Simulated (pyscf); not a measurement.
## Four-centre exchange: H₃Si–O–AsH₂ + SiH₄ → AsH₃ + H₃Si–O–SiH₃

Gas phase, singlet surface, charge 0. Bonds broken: As1–O2, Si9–H10. Bonds formed: As1–H10, O2–Si9. Optimised with ωB97X-D3(BJ)/def2-SVP in PySCF.

Transition state (Å):

```xyz
13

As    -1.5327    -1.0401     0.8336
O     -0.1202     0.2192     0.1431
Si     0.5048     0.1485    -1.4535
H     -2.8077    -0.2213     0.6939
H     -1.5702    -1.3547    -0.7009
H      1.7171     0.9994    -1.4983
H      0.8568    -1.2650    -1.7417
H     -0.5264     0.6412    -2.4028
Si     0.0258     1.4735     1.4612
H     -1.0878     0.2981     2.0232
H     -1.0581     2.4954     1.5835
H      0.8100     1.2362     2.7124
H      1.0444     2.2022     0.6083
```

One imaginary mode, 427i cm⁻¹; descent along it reached the two sides named.

```
bond     change  reactant side (Å)  saddle  product side
-------  ------  -----------------  ------  ------------
As1–O2   breaks              1.800   2.014           3.2
Si9–H10  breaks              1.491   1.714           3.1
As1–H10   forms                3.0   1.845         1.519
O2–Si9    forms                3.0   1.825         1.661
```

Electronic energies relative to the separated reactants (eV):

```json
[
 {"level": "ωB97X-D3(BJ)/def2-TZVP", "barrier": "1.19", "reaction energy": "-1.21", "reverse barrier": "2.40"},
 {"level": "PBE/def2-TZVP", "barrier": "1.03", "reaction energy": "-1.18", "reverse barrier": "2.21"},
 {"level": "r²SCAN/def2-TZVP", "barrier": "1.07", "reaction energy": "-1.29", "reverse barrier": "2.36"},
 {"level": "B3LYP-D3(BJ)/def2-TZVP", "barrier": "1.17", "reaction energy": "-1.24", "reverse barrier": "2.41"},
 {"level": "PBE0-D3(BJ)/def2-TZVP", "barrier": "1.05", "reaction energy": "-1.25", "reverse barrier": "2.30"},
 {"level": "M06-2X/def2-TZVP", "barrier": "1.23", "reaction energy": "-1.25", "reverse barrier": "2.48"},
 {"level": "ωB97M-D3(BJ)/def2-TZVP", "barrier": "1.26", "reaction energy": "-1.27", "reverse barrier": "2.53"},
 {"level": "HF/def2-TZVP", "barrier": "2.14", "reaction energy": "-1.39", "reverse barrier": "3.53"}
]
```

With ωB97M-D3(BJ)/def2-TZVP energies and thermal terms (ideal gas, 1 atm, RRHO with modes under 100 cm⁻¹ raised to 100, one conformer, R ln 2 for chiral ones without a mode under 150 cm⁻¹), in eV:

```json
[
 {"T (K)": "298", "ΔH‡": "1.28", "ΔG‡": "1.75", "ΔH": "-1.25", "ΔG": "-1.30"},
 {"T (K)": "600", "ΔH‡": "1.29", "ΔG‡": "2.23", "ΔH": "-1.25", "ΔG": "-1.35"},
 {"T (K)": "900", "ΔH‡": "1.31", "ΔG‡": "2.69", "ΔH": "-1.25", "ΔG": "-1.40"},
 {"T (K)": "1200", "ΔH‡": "1.34", "ΔG‡": "3.15", "ΔH": "-1.26", "ΔG": "-1.45"}
]
```

H₃Si–O–AsH₂ lies 0.46 eV over its isomer HO–SiH₂–AsH₂ (electronic energy, ωB97M-D3(BJ)/def2-TZVP). This is the saddle that the search found; another between the same sides may lie lower. Elements up to Kr have no core potential and no relativistic terms here.
